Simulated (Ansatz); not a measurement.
**Basis-set limit of BH$_{4}$O, doublet**

```tsv
atom	x (Å)	y (Å)	z (Å)
O	-1.0745	-0.0303	0.0000
H	-1.3239	0.8963	0.0000
H	0.1005	-0.0303	0.0000
B	1.3565	-0.0303	0.0000
H	1.8655	-0.0303	1.0770
H	1.8655	-0.0303	-1.0770
```

Connectivity, by distances: OH ··· BH2, 1 bridging H.

Ansatz 0.2.0, UHF determinant, valence electrons correlated. Energies in eV.

```json
{"set": "def2-TZVPP", "X": "3", "functions": "118", "Hartree–Fock": "-2769.4397", "MP2 correlation": "-9.6047", "CCSD(T) correlation": "-10.7002", "time": "11 s on 1 × NVIDIA H100 80GB HBM3 with 1 thread of AMD EPYC 7R13 Processor (Zen 3) (shared host)"}
{"set": "def2-QZVPP", "X": "4", "functions": "234", "Hartree–Fock": "-2769.5865", "MP2 correlation": "-10.3338", "CCSD(T) correlation": "-11.3613", "time": "17 s on 1 × NVIDIA H100 80GB HBM3 with 1 thread of AMD EPYC 7R13 Processor (Zen 3), with other jobs on the host"}
```

Hartree–Fock is taken to follow E(X) = E∞ + A·exp(−7.88·√X), correlation E(X) = E∞ + B·X^−2.97.

Q: Work out the CCSD(T) energy at the limit, and how far the shortcut misses it that extrapolates MP2 and adds CCSD(T) minus MP2 from the smaller set.

A: Hartree–Fock: E∞ = E4 + 0.1377·(E4 − E3) = -2769.6067. Correlation: E∞ = E4 + 0.7407·(E4 − E3) = -11.8509 for CCSD(T) and -10.8739 for MP2. The limit is -2781.4576 eV, 0.510 eV below def2-QZVPP. The shortcut gives a correlation energy of -10.8739 + (-1.0956) = -11.9695, 119 meV lower than the direct value.
